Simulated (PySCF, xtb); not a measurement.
SiH₄, SMILES [SiH4].

Coordinates come from a B3LYP-D3(BJ)/def2-TZVPD optimisation. The isomer is the one that the SMILES or the coordinates give; other isomers of the formula were not compared.

Method: IEF-PCM-M06-2X/def2-TZVPD run with PySCF.

The values are the electrostatic part of the solvation free energy, E(continuum) − E(gas) at the gas-phase geometry, in a cavity of scaled van der Waals radii (PySCF's table); cavitation and dispersion terms are not included. In vacuum the orbital gap is 11.72 eV. The dipole moment in vacuum is 0.00 D.

| solvent | ε | ΔG(elec) (kcal/mol) | dipole (D) | gap (eV) |
|---|---|---|---|---|
| water | 78.36 | -0.1 | 0.00 | 11.71 |
| n-hexane | 1.88 | 0.0 | 0.00 | 11.71 |
| dimethylsulfoxide | 46.83 | -0.1 | 0.00 | 11.71 |

For comparison, GFN2-xTB/ALPB(water) (xtb, at the GFN2-xTB geometry, all terms of that model) gives 1.3 kcal/mol.
